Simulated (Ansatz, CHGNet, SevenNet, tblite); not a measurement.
## Ladder of methods for the Voigt–Reuss–Hill bulk modulus of zinc-blende InP

Reference value: 71 GPa (measured, temperature not stated, not corrected to a static lattice, from single-crystal Cij; as tabulated in Råsander and Moram (2015), arXiv:1505.02379).

**Question.** What do GFN2-xTB, CHGNet 0.3.0, CHGNet-r²SCAN, SevenNet-l3i5, LDA+SOC give, and how far is each from the reference?

**Answer.** 
```tsv
level (code)	value (GPa)	cell (Å³/atom)	difference (%)
GFN2-xTB (tblite)	45.8	27.73	-35
CHGNet 0.3.0	44.8	26.43	-37
CHGNet-r²SCAN	42.8	25.57	-40
SevenNet-l3i5	64.3	26.39	-9.4
LDA+SOC (Ansatz)	71.4	24.70	+0.6
```

The reference's temperature isn't stated, so close values are not ranked against it. Off by more than 25 %, or 35 % on the side where a correction would as a rule narrow the miss (bounds picked here): CHGNet-r²SCAN (-40 %), CHGNet 0.3.0 (-37 %), GFN2-xTB (-35 %).

The measured value isn't corrected to a static lattice, so vibrations enter the comparison. A static lattice is as a rule stiffer than a warm one, by over a tenth in soft solids.  GFN2-xTB: the method was fitted mainly to molecules. GFN2-xTB: the run uses a supercell at the zone centre in place of a k mesh. Each level is taken at its own relaxed cell. Ansatz's density-functional and Hartree–Fock values are scalar-relativistic unless marked +SOC, with PAW data made under PBE.

Machine-learned potentials (CHGNet 0.3.0, CHGNet-r²SCAN, SevenNet-l3i5) are trained on DFT data: a solid inside that data is no test of them.

Differences are worked out from the printed values.

Ansatz is a first-principles code.
